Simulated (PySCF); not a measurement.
C6H9 (charge +1).
SMILES: `CCc1c[c+]1C`

Vertical excitations from PySCF (density fitting, frozen core in the response, grid level 2 and gas phase unless stated; continuum runs use non-equilibrium linear response for the excitations) on a GFN2-xTB geometry. Reference run:

| settings | S1, eV (f) | S2, eV (f) | S3, eV (f) | S4, eV (f) | S5, eV (f) | S6, eV (f) | T1, eV (Tamm–Dancoff) | mean α (au) |
| --- | --- | --- | --- | --- | --- | --- | --- | --- |
| PBE0/def2-SVPD, full TDDFT, 6 singlets | 6.38 (0.001) | 6.45 (0.000) | 6.86 (0.000) | 6.98 (0.068) | 7.04 (0.056) | 7.05 (0.002) | 5.94 | 61.8 |

Q: What do these settings give: PBE0/IGLO-II, IEF-PCM chloroform, grid level 3, energy threshold 1e-08 Eh, TDA, 25 singlets?

A: 
| settings | S1, eV (f) | S2, eV (f) | S3, eV (f) | S4, eV (f) | S5, eV (f) | S6, eV (f) | T1, eV (Tamm–Dancoff) | mean α (au) |
| --- | --- | --- | --- | --- | --- | --- | --- | --- |
| PBE0/IGLO-II, IEF-PCM chloroform, grid level 3, energy threshold 1e-08 Eh, TDA, 25 singlets | 6.51 (0.002) | 6.62 (0.001) | 7.04 (0.000) | 7.26 (0.002) | 7.32 (0.229) | 7.40 (0.040) | 6.01 | 72.1 |

S1 moves by +0.13 eV; basis, environment and response scheme change together, so the shift can't be laid on one. States are counted by energy in each run and needn't keep their character from row to row.

Q: Give the leading configurations of S1 (H = HOMO, L = LUMO) and the HOMO–LUMO gap of each run.

A: 
| settings | S1 configurations (weight) | S1 (eV) | orbital gap (eV) | S1 − gap (eV) |
| --- | --- | --- | --- | --- |
| PBE0/def2-SVPD, full TDDFT, 6 singlets | H−1→L+1 0.91 | 6.38 | 7.96 | -1.58 |
| PBE0/IGLO-II, IEF-PCM chloroform, grid level 3, energy threshold 1e-08 Eh, TDA, 25 singlets | H−1→L+1 0.90 | 6.51 | 8.29 | -1.78 |

One conformer (not necessarily the lowest) at the GFN2-xTB geometry, without vibrations or thermal averaging.

Shape of the structure used: `[CH3:1][CH2:2][c:3]1[cH:4][c+:5]1[CH3:6]`: C1–C2–C3–C4 0°.
